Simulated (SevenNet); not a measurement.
hcp Tc

Calculation: the machine-learned potential SevenNet-l3i5 (trained on PBE and PBE+U data).

Cell: relaxed at this level.

```
Item                  Result
-------------------  -------
lattice parameter a  2.761 Å
c axis length        4.424 Å
```

Measured, for comparison: lattice constant a 2.741 Å, lattice parameter c 4.399 Å (293 K, no zero-point or thermal correction; as tabulated in Wikipedia's data pages). Computed (rounded) less measured: lattice constant a +0.7 %, lattice parameter c +0.6 %.

A machine-learned potential is trained on density-functional data: it inherits that level's misses and adds fitting errors of its own.
